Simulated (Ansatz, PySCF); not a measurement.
This PySCF input computes a CCSD(T)/cc-pVDZ energy:

```python
from pyscf import gto, scf, mp, cc as ccmod

mol = gto.M(
    atom='''
    O     0.33202246    1.26333195    0.22164394
    C     0.04689931    0.01703971    0.00188739
    N     0.96756786   -0.88784036   -0.18696653
    C    -1.39460548   -0.30999386   -0.02027044
    H     0.70599867   -1.84972292   -0.35549509
    H    -1.87846756    0.29343208   -0.79149716
    H    -1.57306342   -1.36514710   -0.20795893
    H    -1.83354797   -0.02170943    0.93746522
    H     1.95893566   -0.68158913   -0.17512909
    H     1.27722700    1.49068828    0.23852760
    ''',
    basis='cc-pvdz',
    charge=1,
    spin=0,
    verbose=4,
)

mf = scf.RHF(mol)
mf.conv_tol = 1e-10
mf.max_cycle = 100
mf.kernel()
mp2 = mp.MP2(mf, frozen=4).run()
cc = ccmod.CCSD(mf, frozen=4)
cc.max_cycle = 100
cc.kernel()
et = cc.ccsd_t()
print(f'E(CCSD(T)) = {cc.e_tot + et:.9f}')
```

Problem. Write an input for the same energy in Ansatz (a program for electronic structure) and say what it gives.

Solution. 
Ansatz 0.2 input:
```yaml
crystal:
  periodic: [false, false, false]
  atoms:
    - {symbol: O, position_ang: [0.33202246, 1.26333195, 0.22164394]}
    - {symbol: C, position_ang: [0.04689931, 0.01703971, 0.00188739]}
    - {symbol: N, position_ang: [0.96756786, -0.88784036, -0.18696653]}
    - {symbol: C, position_ang: [-1.39460548, -0.30999386, -0.02027044]}
    - {symbol: H, position_ang: [0.70599867, -1.84972292, -0.35549509]}
    - {symbol: H, position_ang: [-1.87846756, 0.29343208, -0.79149716]}
    - {symbol: H, position_ang: [-1.57306342, -1.36514710, -0.20795893]}
    - {symbol: H, position_ang: [-1.83354797, -0.02170943, 0.93746522]}
    - {symbol: H, position_ang: [1.95893566, -0.68158913, -0.17512909]}
    - {symbol: H, position_ang: [1.27722700, 1.49068828, 0.23852760]}
basis:
  gaussian:
    orbitals: cc-pVDZ
total_charge: 1
magnetization: {spin_polarized: false}
correlation: {method: ccsd_t, electrons: outside_noble_gas}
```
It gives -209.01828 Eh, and PySCF -209.01828 Eh, a difference of 0.00 mEh.

It need not be the lowest isomer of its formula.
